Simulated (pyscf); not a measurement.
H₂Ga–AsH₂ (SMILES [GaH2][AsH2]) + H₂ (SMILES [H][H]) → H₂Ga–AsH₂ (SMILES [GaH2][AsH2]) + H₂ (SMILES [H][H]) (four-centre exchange; singlet surface; Ga–H, H–H broken, Ga–H, H–H formed). Single points on ωB97X-D3(BJ)/def2-SVP structures (PySCF, gas phase). Energies in kcal/mol from the separated reactants.

```
level                   barrier  reaction energy
----------------------  -------  ---------------
ωB97X-D3(BJ)/def2-TZVP     27.8              0.0
PBE/def2-TZVP                 ?              0.0
r²SCAN/def2-TZVP           22.7              0.0
B3LYP-D3(BJ)/def2-TZVP     27.1              0.0
PBE0-D3(BJ)/def2-TZVP         ?              0.0
HF/def2-TZVP               41.7              0.0
```

Question: What belongs in the gaps?

Answer: 
- PBE/def2-TZVP, barrier: 22.0
- PBE0-D3(BJ)/def2-TZVP, barrier: 23.5

The functionals in the table span 5.8 kcal/mol in this barrier, from PBE to ωB97X-D3(BJ)/def2-TZVP. At the saddle there is also a short Ga–H contact that neither side keeps. One saddle was located; it need not be the lowest between these sides. Elements up to Kr have no core potential and no relativistic terms here.
